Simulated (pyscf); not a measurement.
H₃Ge–SnH₃ + hydrogen chloride (HCl) -> Cl–SnH₂–GeH₃ + hydrogen (H₂) (four-centre exchange; singlet surface; H–Sn, Cl–H broken, Cl–Sn, H–H formed). Optimised with ωB97X-D3(BJ)/def2-SVP in PySCF. Rate constants from transition-state theory, ωB97M-D3(BJ)/def2-TZVP energies (ideal gas, 1 atm, RRHO with modes under 100 cm⁻¹ raised to 100, one conformer, R ln 2 for chiral ones without a mode under 150 cm⁻¹; no tunnelling), k in cm³ molecule⁻¹ s⁻¹.

| T (K) | 1000/T | log10 k |
|---|---|---|
| 298 | 3.354 | -34.97 |
| 600 | 1.667 | -23.53 |
| 900 | 1.111 | ? |
| 1200 | 0.833 | -17.52 |

Q: Fit an Arrhenius line to the three values, give the activation energy, and predict k at 900 K.

A: Least squares gives log10 k = -11.87 − 6.90 × 1000/T, so Ea = 6.90 × ln 10 × 1.987 = 31.6 kcal/mol, against an electronic barrier of 30.2. At 900 K the line gives -19.54; the computed value is -19.59 (ΔG‡ = 57.4 kcal/mol), close to the line. This is the saddle that the search found; another between the same sides may lie lower. Elements up to Kr have no core potential and no relativistic terms here. Elements past Kr carry the def2 core potentials, without spin-orbit coupling.
